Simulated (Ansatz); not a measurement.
A nudged elastic band was laid between two geometries of C₃H₅NS (10 atoms, charge 0, multiplicity 1).

Theory: RHF/def2-SVP in Ansatz 0.2.0.

```json
{
  "movable images": "5",
  "climbing image": "yes",
  "spring": "5.0 eV/Å²",
  "optimiser": "quadratic models (default)",
  "start path": "IDPP",
  "force threshold": "0.03 eV/Å",
  "iteration limit": "60",
  "end points": "relaxed"
}
```

Image 0:

```xyz
10
Properties=species:S:1:pos:R:3
C -1.053 -0.542 0.412
C 0.169 0.104 -0.185
N 1.400 -0.274 0.385
C 0.071 0.910 -1.211
S -0.045 1.832 -2.470
H -1.142 -0.274 1.469
H -0.959 -1.627 0.347
H -1.963 -0.231 -0.095
H 2.191 0.182 -0.029
H 1.415 -0.131 1.379
```

Image 6:

```xyz
10
Properties=species:S:1:pos:R:3
C -1.071 -0.416 0.500
C 0.161 0.162 -0.145
N 1.362 -0.008 0.571
C 0.082 0.832 -1.266
S -0.025 1.679 -2.577
H -1.195 0.013 1.495
H -0.965 -1.499 0.610
H -1.964 -0.219 -0.088
H 2.163 0.378 0.110
H 1.536 -0.973 0.792
```

(1) What changes between the two ends?

(2) What energy profile does the band end with?

(3) What is the geometry of the highest image?

(4) What are the harmonic wavenumbers there?

The band took 6 iterations and roughly 70 core-seconds.

Answers

(1) No bond is made or broken. The height of N3 over the plane of its neighbours goes from 0.33 to -0.33 Å. The two ends are copies of one structure, up to a mirror image or an exchange of like atoms.

(2) The run converged. The highest image is number 3 of 0 to 6, 0.123 eV above the ends, which have the same energy within 2 meV. A vibrational analysis at the climbing image gives one clearly imaginary mode, 590i cm⁻¹: a first-order saddle point.

```json
{"image": "0", "path coordinate (Å)": "0.00", "energy (eV)": "0.000", "height of N3 over the plane of its neighbours (Å)": "0.33"}
{"image": "1", "path coordinate (Å)": "0.25", "energy (eV)": "0.008", "height of N3 over the plane of its neighbours (Å)": "0.32"}
{"image": "2", "path coordinate (Å)": "0.51", "energy (eV)": "0.041", "height of N3 over the plane of its neighbours (Å)": "0.25"}
{"image": "3", "path coordinate (Å)": "0.76", "energy (eV)": "0.123", "height of N3 over the plane of its neighbours (Å)": "0.00"}
{"image": "4", "path coordinate (Å)": "1.02", "energy (eV)": "0.041", "height of N3 over the plane of its neighbours (Å)": "-0.25"}
{"image": "5", "path coordinate (Å)": "1.27", "energy (eV)": "0.008", "height of N3 over the plane of its neighbours (Å)": "-0.32"}
{"image": "6", "path coordinate (Å)": "1.53", "energy (eV)": "0.000", "height of N3 over the plane of its neighbours (Å)": "-0.33"}
```

(3) 
```xyz
10
Properties=species:S:1:pos:R:3:forces:R:3
C -1.036 -0.459 0.454 0.01 0.01 0.00
C 0.178 0.151 -0.198 -0.01 -0.01 0.00
N 1.386 -0.086 0.433 -0.01 -0.01 0.01
C 0.044 0.854 -1.296 0.01 0.01 0.00
S -0.133 1.692 -2.609 0.00 0.00 0.00
H -1.142 -0.077 1.472 0.00 0.00 0.00
H -0.924 -1.545 0.506 0.00 0.00 0.00
H -1.943 -0.230 -0.099 0.00 0.00 0.00
H 2.240 0.277 0.076 0.00 0.00 0.00
H 1.412 -0.629 1.264 0.01 0.00 0.00
```

(4) 590i, 173, 175, 234, 282, 379, 558, 665, 712, 1038, 1092, 1131, 1334, 1400, 1522, 1576, 1589, 1752, 2033, 3176, 3251, 3311, 3858, 3996 cm⁻¹.

Run time: 73 s on 1 thread of Arm Neoverse V1, with other jobs on the host, peak memory 0.28 GiB.
